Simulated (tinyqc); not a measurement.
Worked calculation (part 1 of 3): UHF in the sto-3g basis, for BH3, spin multiplicity 1. Computed by tinyqc, a small Python program that keeps every step (integrals from PySCF). Settings: charge = 0, multiplicity = 1, basis = sto-3g, energy threshold = 1e-10, iteration cap = 59, orthogonalisation = canonical, start = core, DIIS depth = 0, method = UHF, break = 0.7. Command: `OMP_NUM_THREADS=1 python tinyqc.py 22311 22312 out.jsonl` (the two numbers bound the seeds that draw the settings). One thread of a shared host (Intel(R) Xeon(R) Processor @ 2.60GHz), about 0.1 s of CPU time with the checks. Later iterations appear only in the table of the cycle.

## One-electron integrals

Geometry (angstrom):
```
atom          x          y         z
B      0.000000   0.000000  0.024000
H      1.286000   0.000000  0.000000
H     -0.643000   1.113000  0.000000
H     -0.643000  -1.113000  0.000000
```

Basis sto-3g: exponents (1/bohr^2) and contraction coefficients of normalised primitives:
```
element  l (shell)   exponent  coefficient
B            s (1)  48.791113     0.154329
B            s (1)   8.887362     0.535328
B            s (1)   2.405267     0.444635
B            s (2)   2.236956    -0.099967
B            s (2)   0.519821     0.399513
B            s (2)   0.169062     0.700115
B            p (3)   2.236956     0.155916
B            p (3)   0.519821     0.607684
B            p (3)   0.169062     0.391957
H            s (1)   3.425251     0.154329
H            s (1)   0.623914     0.535328
H            s (1)   0.168855     0.444635
```

Overlap, kinetic and nuclear-attraction integrals over the contracted functions; the nuclear repulsion is the sum of Za Zb / Rab.

nuclear repulsion = 6.88620130 hartree

overlap S, lower triangle:
```
           1B 1s     1B 2s     1B 2px     1B 2py     1B 2pz     2H 1s     3H 1s     4H 1s
1B 1s   1.000000
1B 2s   0.269328  1.000000
1B 2px  0.000000  0.000000   1.000000
1B 2py  0.000000  0.000000   0.000000   1.000000
1B 2pz  0.000000  0.000000   0.000000   0.000000   1.000000
2H 1s   0.053431  0.427380   0.454102   0.000000  -0.008475  1.000000
3H 1s   0.053505  0.427681  -0.227272   0.393395  -0.008483  0.081169  1.000000
4H 1s   0.053505  0.427681  -0.227272  -0.393395  -0.008483  0.081169  0.081320  1.000000
```

kinetic energy T (hartree), lower triangle:
```
            1B 1s     1B 2s     1B 2px     1B 2py     1B 2pz      2H 1s      3H 1s     4H 1s
1B 1s   10.826302
1B 2s   -0.047967  0.359168
1B 2px   0.000000  0.000000   1.123881
1B 2py   0.000000  0.000000   0.000000   1.123881
1B 2pz   0.000000  0.000000   0.000000   0.000000   1.123881
2H 1s   -0.014046  0.066263   0.183930   0.000000  -0.003433   0.760032
3H 1s   -0.014053  0.066392  -0.092145   0.159499  -0.003439  -0.011461   0.760032
4H 1s   -0.014053  0.066392  -0.092145  -0.159499  -0.003439  -0.011461  -0.011460  0.760032
```

nuclear attraction V (hartree), lower triangle:
```
             1B 1s      1B 2s     1B 2px     1B 2py     1B 2pz      2H 1s      3H 1s      4H 1s
1B 1s   -24.382039
1B 2s    -3.471888  -4.976141
1B 2px    0.000023   0.000172  -4.998079
1B 2py    0.000000   0.000000   0.000000  -4.998077
1B 2pz    0.000891   0.008104  -0.000004   0.000000  -4.840634
2H 1s    -0.691739  -1.820875  -1.820893   0.000000   0.035445  -3.738596
3H 1s    -0.692712  -1.822536   0.911590  -1.577848   0.035488  -0.332669  -3.739631
4H 1s    -0.692712  -1.822536   0.911590   1.577848   0.035488  -0.332669  -0.333292  -3.739631
```

core Hamiltonian H = T + V (hartree), lower triangle:
```
             1B 1s      1B 2s     1B 2px     1B 2py     1B 2pz      2H 1s      3H 1s      4H 1s
1B 1s   -13.555736
1B 2s    -3.519855  -4.616973
1B 2px    0.000023   0.000172  -3.874199
1B 2py    0.000000   0.000000   0.000000  -3.874197
1B 2pz    0.000891   0.008104  -0.000004   0.000000  -3.716754
2H 1s    -0.705785  -1.754612  -1.636964   0.000000   0.032013  -2.978564
3H 1s    -0.706765  -1.756144   0.819445  -1.418348   0.032049  -0.344130  -2.979599
4H 1s    -0.706765  -1.756144   0.819445   1.418348   0.032049  -0.344130  -0.344751  -2.979599
```

## Two-electron integrals

Functions are numbered as in S; the eight-fold symmetry (ij|kl) = (ji|kl) = (kl|ij) leaves the list below.

Two-electron integrals (ij|kl) in chemists' order, unique and non-zero (hartree):
```
(11|11) 2.923513    (21|11) 0.518376    (21|21) 0.109262    (22|11) 0.744229
(22|21) 0.193177    (22|22) 0.544804    (31|31) 0.020264    (32|31) 0.029996
(32|32) 0.120346    (33|11) 0.742491    (33|21) 0.193240    (33|22) 0.544682
(33|33) 0.586773    (41|41) 0.020264    (42|41) 0.029996    (42|42) 0.120346
(43|43) 0.031630    (44|11) 0.742491    (44|21) 0.193240    (44|22) 0.544682
(44|33) 0.523513    (44|44) 0.586773    (51|51) 0.020264    (52|51) 0.029996
(52|52) 0.120346    (53|53) 0.031630    (54|54) 0.031630    (55|11) 0.742491
(55|21) 0.193240    (55|22) 0.544682    (55|33) 0.523513    (55|44) 0.523513
(55|55) 0.586773    (61|11) 0.102412    (61|21) 0.021518    (61|22) 0.038191
(61|31) 0.001556    (61|32) 0.002871    (61|33) 0.038584    (61|44) 0.038006
(61|51) -0.000029   (61|52) -0.000054   (61|53) -0.000011   (61|55) 0.038006
(61|61) 0.004372    (62|11) 0.247404    (62|21) 0.065219    (62|22) 0.202372
(62|31) 0.007182    (62|32) 0.043747    (62|33) 0.213758    (62|44) 0.196582
(62|51) -0.000134   (62|52) -0.000816   (62|53) -0.000321   (62|55) 0.196588
(62|61) 0.013716    (62|62) 0.103660    (63|11) 0.231704    (63|21) 0.061890
(63|22) 0.202675    (63|31) 0.012413    (63|32) 0.070532    (63|33) 0.223996
(63|44) 0.191904    (63|51) -0.000110   (63|52) -0.000747   (63|53) -0.000446
(63|55) 0.191909    (63|61) 0.013650    (63|62) 0.121558    (63|63) 0.151071
(64|41) 0.006526    (64|42) 0.030498    (64|43) 0.008167    (64|54) -0.000152
(64|64) 0.011421    (65|11) -0.004324   (65|21) -0.001155   (65|22) -0.003782
(65|31) -0.000110   (65|32) -0.000747   (65|33) -0.003875   (65|44) -0.003581
(65|51) 0.006528    (65|52) 0.030512    (65|53) 0.008172    (65|55) -0.003886
(65|61) -0.000255   (65|62) -0.002269   (65|63) -0.002606   (65|65) 0.011469
(66|11) 0.406928    (66|21) 0.109269    (66|22) 0.383580    (66|31) 0.014603
(66|32) 0.118000    (66|33) 0.428691    (66|44) 0.360792    (66|51) -0.000273
(66|52) -0.002202   (66|53) -0.001267   (66|55) 0.360815    (66|61) 0.023420
(66|62) 0.251188    (66|63) 0.320114    (66|65) -0.005974   (66|66) 0.774606
(71|11) 0.102556    (71|21) 0.021549    (71|22) 0.038245    (71|31) -0.000780
(71|32) -0.001438   (71|33) 0.038204    (71|41) 0.001349    (71|42) 0.002489
(71|43) -0.000251   (71|44) 0.038493    (71|51) -0.000029   (71|52) -0.000054
(71|53) 0.000005    (71|54) -0.000009   (71|55) 0.038059    (71|61) 0.004181
(71|62) 0.012556    (71|63) 0.011643    (71|64) 0.000509    (71|65) -0.000234
(71|66) 0.020912    (71|71) 0.004384    (72|11) 0.247635    (72|21) 0.065279
(72|22) 0.202545    (72|31) -0.003596   (72|32) -0.021900   (72|33) 0.201052
(72|41) 0.006225    (72|42) 0.037908    (72|43) -0.007444   (72|44) 0.209637
(72|51) -0.000134   (72|52) -0.000817   (72|53) 0.000161    (72|54) -0.000278
(72|55) 0.196757    (72|61) 0.012550    (72|62) 0.068372    (72|63) 0.064146
(72|64) 0.008158    (72|65) -0.001461   (72|66) 0.126326    (72|71) 0.013748
(72|72) 0.103816    (73|11) -0.115993   (73|21) -0.030983   (73|22) -0.101454
(73|31) 0.008008    (73|32) 0.040553    (73|33) -0.106213   (73|41) -0.002552
(73|42) -0.017351   (73|43) 0.010494    (73|44) -0.101975   (73|51) 0.000055
(73|52) 0.000374    (73|53) -0.000226   (73|54) 0.000128    (73|55) -0.096064
(73|61) -0.005380   (73|62) -0.025015   (73|63) -0.017764   (73|64) -0.002105
(73|65) 0.000527    (73|66) -0.040505   (73|71) -0.006843   (73|72) -0.060889
(73|73) 0.046428    (74|11) 0.200779    (74|21) 0.053630    (74|22) 0.175611
(74|31) -0.002552   (74|32) -0.017351   (74|33) 0.169694    (74|41) 0.010951
(74|42) 0.060563    (74|43) -0.010002   (74|44) 0.190669    (74|51) -0.000095
(74|52) -0.000648   (74|53) 0.000128    (74|54) -0.000373   (74|55) 0.166283
(74|61) 0.010330    (74|62) 0.059613    (74|63) 0.055781    (74|64) 0.013242
(74|65) -0.001248   (74|66) 0.110655    (74|71) 0.011845    (74|72) 0.105396
(74|73) -0.060560   (74|74) 0.116267    (75|11) -0.004329   (75|21) -0.001156
(75|22) -0.003787   (75|31) 0.000055    (75|32) 0.000374    (75|33) -0.003659
(75|41) -0.000095   (75|42) -0.000648   (75|43) 0.000128    (75|44) -0.003806
(75|51) 0.006536    (75|52) 0.030543    (75|53) -0.004092   (75|54) 0.007083
(75|55) -0.003891   (75|61) -0.000234   (75|62) -0.001461   (75|63) -0.001345
(75|64) -0.000168   (75|65) 0.006867    (75|66) -0.002823   (75|71) -0.000255
(75|72) -0.002273   (75|73) 0.001306    (75|74) -0.002260   (75|75) 0.011490
(76|11) 0.045285    (76|21) 0.011943    (76|22) 0.037542    (76|31) 0.000556
(76|32) 0.003439    (76|33) 0.037897    (76|41) 0.000964    (76|42) 0.005955
(76|43) 0.000313    (76|44) 0.038258    (76|51) -0.000042   (76|52) -0.000257
(76|53) -0.000037   (76|54) -0.000065   (76|55) 0.036437    (76|61) 0.002425
(76|62) 0.016386    (76|63) 0.017822    (76|64) 0.001804    (76|65) -0.000391
(76|66) 0.035845    (76|71) 0.002428    (76|72) 0.016397    (76|73) -0.007356
(76|74) 0.016342    (76|75) -0.000391   (76|76) 0.003284    (77|11) 0.407111
(77|21) 0.109318    (77|22) 0.383714    (77|31) -0.007311   (77|32) -0.059055
(77|33) 0.377914    (77|41) 0.012654    (77|42) 0.102221    (77|43) -0.029424
(77|44) 0.411846    (77|51) -0.000273   (77|52) -0.002204   (77|53) 0.000634
(77|54) -0.001098   (77|55) 0.360938    (77|61) 0.020892    (77|62) 0.126258
(77|63) 0.116040    (77|64) 0.020269    (77|65) -0.002821   (77|66) 0.237274
(77|71) 0.023464    (77|72) 0.251401    (77|73) -0.160246   (77|74) 0.277377
(77|75) -0.005981   (77|76) 0.035845    (77|77) 0.774606    (81|11) 0.102556
(81|21) 0.021549    (81|22) 0.038245    (81|31) -0.000780   (81|32) -0.001438
(81|33) 0.038204    (81|41) -0.001349   (81|42) -0.002489   (81|43) 0.000251
(81|44) 0.038493    (81|51) -0.000029   (81|52) -0.000054   (81|53) 0.000005
(81|54) 0.000009    (81|55) 0.038059    (81|61) 0.004181    (81|62) 0.012556
(81|63) 0.011643    (81|64) -0.000509   (81|65) -0.000234   (81|66) 0.020912
(81|71) 0.004187    (81|72) 0.012568    (81|73) -0.006270   (81|74) 0.009835
(81|75) -0.000234   (81|76) 0.002259    (81|77) 0.020922    (81|81) 0.004384
(82|11) 0.247635    (82|21) 0.065279    (82|22) 0.202545    (82|31) -0.003596
(82|32) -0.021900   (82|33) 0.201052    (82|41) -0.006225   (82|42) -0.037908
(82|43) 0.007444    (82|44) 0.209637    (82|51) -0.000134   (82|52) -0.000817
(82|53) 0.000161    (82|54) 0.000278    (82|55) 0.196757    (82|61) 0.012550
(82|62) 0.068372    (82|63) 0.064146    (82|64) -0.008158   (82|65) -0.001461
(82|66) 0.126326    (82|71) 0.012568    (82|72) 0.068440    (82|73) -0.039192
(82|74) 0.051502    (82|75) -0.001463   (82|76) 0.011893    (82|77) 0.126386
(82|81) 0.013748    (82|82) 0.103816    (83|11) -0.115993   (83|21) -0.030983
(83|22) -0.101454   (83|31) 0.008008    (83|32) 0.040553    (83|33) -0.106213
(83|41) 0.002552    (83|42) 0.017351    (83|43) -0.010494   (83|44) -0.101975
(83|51) 0.000055    (83|52) 0.000374    (83|53) -0.000226   (83|54) -0.000128
(83|55) -0.096064   (83|61) -0.005380   (83|62) -0.025015   (83|63) -0.017764
(83|64) 0.002105    (83|65) 0.000527    (83|66) -0.040505   (83|71) -0.006270
(83|72) -0.039192   (83|73) 0.028791    (83|74) -0.028978   (83|75) 0.000819
(83|76) -0.005364   (83|77) -0.075682   (83|81) -0.006843   (83|82) -0.060889
(83|83) 0.046428    (84|11) -0.200779   (84|21) -0.053630   (84|22) -0.175611
(84|31) 0.002552    (84|32) 0.017351    (84|33) -0.169694   (84|41) 0.010951
(84|42) 0.060563    (84|43) -0.010002   (84|44) -0.190669   (84|51) 0.000095
(84|52) 0.000648    (84|53) -0.000128   (84|54) -0.000373   (84|55) -0.166283
(84|61) -0.010330   (84|62) -0.059613   (84|63) -0.055781   (84|64) 0.013242
(84|65) 0.001248    (84|66) -0.110655   (84|71) -0.009835   (84|72) -0.051502
(84|73) 0.028978    (84|74) -0.033253   (84|75) 0.001082    (84|76) -0.009284
(84|77) -0.090406   (84|81) -0.011845   (84|82) -0.105396   (84|83) 0.060560
(84|84) 0.116267    (85|11) -0.004329   (85|21) -0.001156   (85|22) -0.003787
(85|31) 0.000055    (85|32) 0.000374    (85|33) -0.003659   (85|41) 0.000095
(85|42) 0.000648    (85|43) -0.000128   (85|44) -0.003806   (85|51) 0.006536
(85|52) 0.030543    (85|53) -0.004092   (85|54) -0.007083   (85|55) -0.003891
(85|61) -0.000234   (85|62) -0.001461   (85|63) -0.001345   (85|64) 0.000168
(85|65) 0.006867    (85|66) -0.002823   (85|71) -0.000234   (85|72) -0.001463
(85|73) 0.000819    (85|74) -0.001082   (85|75) 0.006875    (85|76) -0.000276
(85|77) -0.002825   (85|81) -0.000255   (85|82) -0.002273   (85|83) 0.001306
(85|84) 0.002260    (85|85) 0.011490    (86|11) 0.045285    (86|21) 0.011943
(86|22) 0.037542    (86|31) 0.000556    (86|32) 0.003439    (86|33) 0.037897
(86|41) -0.000964   (86|42) -0.005955   (86|43) -0.000313   (86|44) 0.038258
(86|51) -0.000042   (86|52) -0.000257   (86|53) -0.000037   (86|54) 0.000065
(86|55) 0.036437    (86|61) 0.002425    (86|62) 0.016386    (86|63) 0.017822
(86|64) -0.001804   (86|65) -0.000391   (86|66) 0.035845    (86|71) 0.002259
(86|72) 0.011893    (86|73) -0.005364   (86|74) 0.009284    (86|75) -0.000276
(86|76) 0.002522    (86|77) 0.021555    (86|81) 0.002428    (86|82) 0.016397
(86|83) -0.007356   (86|84) -0.016342   (86|85) -0.000391   (86|86) 0.003284
(87|11) 0.045366    (87|21) 0.011965    (87|22) 0.037611    (87|31) -0.001115
(87|32) -0.006893   (87|33) 0.038511    (87|44) 0.037784    (87|51) -0.000042
(87|52) -0.000257   (87|53) 0.000075    (87|55) 0.036503    (87|61) 0.002260
(87|62) 0.011903    (87|63) 0.010734    (87|65) -0.000276   (87|66) 0.021586
(87|71) 0.002432    (87|72) 0.016430    (87|73) -0.010505   (87|74) 0.014566
(87|75) -0.000392   (87|76) 0.002526    (87|77) 0.035921    (87|81) 0.002432
(87|82) 0.016430    (87|83) -0.010505   (87|84) -0.014566   (87|85) -0.000392
(87|86) 0.002526    (87|87) 0.003297    (88|11) 0.407111    (88|21) 0.109318
(88|22) 0.383714    (88|31) -0.007311   (88|32) -0.059055   (88|33) 0.377914
(88|41) -0.012654   (88|42) -0.102221   (88|43) 0.029424    (88|44) 0.411846
(88|51) -0.000273   (88|52) -0.002204   (88|53) 0.000634    (88|54) 0.001098
(88|55) 0.360938    (88|61) 0.020892    (88|62) 0.126258    (88|63) 0.116040
(88|64) -0.020269   (88|65) -0.002821   (88|66) 0.237274    (88|71) 0.020922
(88|72) 0.126386    (88|73) -0.075682   (88|74) 0.090406    (88|75) -0.002825
(88|76) 0.021555    (88|77) 0.237386    (88|81) 0.023464    (88|82) 0.251401
(88|83) -0.160246   (88|84) -0.277377   (88|85) -0.005981   (88|86) 0.035845
(88|87) 0.035921    (88|88) 0.774606
```

## Orthogonalisation

S = U s U^T; canonical form X = U s^(-1/2), so that X^T S X = 1. Each column of U has its largest component positive (the first on a tie).

eigenvalues of S: 0.306574  0.401511  0.401625  0.958885  1.000612  1.517169  1.517256  1.896367

X:
```
                1          2          3          4          5          6          7          8
1B 1s   -0.375164   0.000000  -0.000919   0.952848   0.113783   0.000000   0.000224   0.196609
1B 2s    1.355508   0.000000   0.002492  -0.026791   0.014486   0.000000   0.000418   0.479382
1B 2px  -0.002648   0.000000   1.074437   0.000038  -0.000001   0.000000   0.594562  -0.000386
1B 2py   0.000000   1.074489   0.000000   0.000000   0.000000   0.594628   0.000000   0.000000
1B 2pz  -0.023994   0.000000  -0.000038  -0.123261   0.992230   0.000000  -0.000004  -0.008336
2H 1s   -0.651720   0.000000  -0.944750  -0.199335  -0.023899   0.000000   0.451582   0.293389
3H 1s   -0.655127  -0.817332   0.470589  -0.199138  -0.023876   0.390858  -0.225449   0.293866
4H 1s   -0.655127   0.817332   0.470589  -0.199138  -0.023876  -0.390858  -0.225449   0.293866
```

## Starting guess

The start is the orbitals of the core Hamiltonian, with HOMO and LUMO mixed by +/-0.7 rad for the two spins; D(s) = C_occ C_occ^T for each spin.

D(alpha) at the start, lower triangle:
```
            1B 1s      1B 2s     1B 2px     1B 2py     1B 2pz      2H 1s     3H 1s     4H 1s
1B 1s    1.089030
1B 2s   -0.347303   1.332988
1B 2px   0.000031  -0.000181   1.199012
1B 2py  -0.004226   0.016415   0.000005   0.701350
1B 2pz   0.005931  -0.024791   0.000001   0.539272   0.415701
2H 1s    0.032385  -0.107651  -0.170525   0.000470   0.003383   0.032974
3H 1s    0.032921  -0.109726   0.085350  -0.085897  -0.063026  -0.003474  0.025319
4H 1s    0.031880  -0.105683   0.085351   0.086841   0.069794  -0.003358  0.004163  0.025552
```

D(beta) at the start, lower triangle:
```
            1B 1s      1B 2s     1B 2px     1B 2py     1B 2pz      2H 1s     3H 1s     4H 1s
1B 1s    1.089030
1B 2s   -0.347303   1.332988
1B 2px   0.000031  -0.000181   1.199012
1B 2py   0.004226  -0.016415  -0.000005   0.701350
1B 2pz   0.005931  -0.024791   0.000001  -0.539272   0.415701
2H 1s    0.032385  -0.107651  -0.170525  -0.000470   0.003383   0.032974
3H 1s    0.031880  -0.105683   0.085351  -0.086841   0.069794  -0.003358  0.025552
4H 1s    0.032921  -0.109726   0.085350   0.085897  -0.063026  -0.003474  0.004163  0.025319
```

## Iteration 1: building the Fock matrix

J_ij = sum D_kl (ij|kl) with D = D(alpha) + D(beta), K_ij = sum D_kl (ik|jl) for each spin; F = H + J - K(s); E = tr D H + tr D J / 2 - 0.5 sum_s tr D(s) K(s) + E_nn.

Coulomb J (hartree), lower triangle:
```
            1B 1s      1B 2s     1B 2px     1B 2py     1B 2pz     2H 1s     3H 1s     4H 1s
1B 1s   10.482430
1B 2s    2.229154   4.816205
1B 2px  -0.001064  -0.006918   4.850761
1B 2py   0.000000   0.000000   0.000000   4.797040
1B 2pz  -0.001933  -0.008102   0.000045   0.000000   4.787609
2H 1s    0.440863   1.728998   1.700910   0.000000  -0.033508  3.134763
3H 1s    0.441256   1.725145  -0.852163   1.460132  -0.033489  0.318544  3.113462
4H 1s    0.441256   1.725145  -0.852163  -1.460132  -0.033489  0.318544  0.320318  3.113462
```

exchange K(alpha) (hartree), lower triangle:
```
            1B 1s      1B 2s     1B 2px     1B 2py     1B 2pz     2H 1s     3H 1s     4H 1s
1B 1s    3.021392
1B 2s    0.584807   0.844431
1B 2px  -0.000334  -0.002709   0.761255
1B 2py   0.000502   0.009624   0.000100   0.527197
1B 2pz  -0.000562  -0.011244   0.000022   0.276347   0.441439
2H 1s    0.123014   0.282751   0.228818   0.001654  -0.006042  0.189561
3H 1s    0.121733   0.277199  -0.115012   0.138647   0.065601  0.059126  0.165124
4H 1s    0.121635   0.272897  -0.114614  -0.134647  -0.077655  0.058511  0.072476  0.163258
```

exchange K(beta) (hartree), lower triangle:
```
            1B 1s      1B 2s     1B 2px     1B 2py     1B 2pz     2H 1s     3H 1s     4H 1s
1B 1s    3.021392
1B 2s    0.584807   0.844431
1B 2px  -0.000334  -0.002709   0.761255
1B 2py  -0.000502  -0.009624  -0.000100   0.527197
1B 2pz  -0.000562  -0.011244   0.000022  -0.276347   0.441439
2H 1s    0.123014   0.282751   0.228818  -0.001654  -0.006042  0.189561
3H 1s    0.121635   0.272897  -0.114614   0.134647  -0.077655  0.058511  0.163258
4H 1s    0.121733   0.277199  -0.115012  -0.138647   0.065601  0.059126  0.072476  0.165124
```

F(alpha) (hartree), lower triangle:
```
            1B 1s      1B 2s     1B 2px     1B 2py     1B 2pz      2H 1s      3H 1s      4H 1s
1B 1s   -6.094698
1B 2s   -1.875508  -0.645199
1B 2px  -0.000707  -0.004037   0.215307
1B 2py  -0.000502  -0.009624  -0.000100   0.395646
1B 2pz  -0.000480   0.011247   0.000020  -0.276347   0.629416
2H 1s   -0.387936  -0.308364  -0.164872  -0.001654   0.004547  -0.033363
3H 1s   -0.387243  -0.308198   0.082294  -0.096863  -0.067041  -0.084711  -0.031262
4H 1s   -0.387144  -0.303895   0.081895   0.092863   0.076214  -0.084096  -0.096910  -0.029395
```

F(beta) (hartree), lower triangle:
```
            1B 1s      1B 2s     1B 2px     1B 2py     1B 2pz      2H 1s      3H 1s      4H 1s
1B 1s   -6.094698
1B 2s   -1.875508  -0.645199
1B 2px  -0.000707  -0.004037   0.215307
1B 2py   0.000502   0.009624   0.000100   0.395646
1B 2pz  -0.000480   0.011247   0.000020   0.276347   0.629416
2H 1s   -0.387936  -0.308364  -0.164872   0.001654   0.004547  -0.033363
3H 1s   -0.387144  -0.303895   0.081895  -0.092863   0.076214  -0.084096  -0.029395
4H 1s   -0.387243  -0.308198   0.082294   0.096863  -0.067041  -0.084711  -0.096910  -0.031262
```

total energy of this density = -23.85534925 hartree
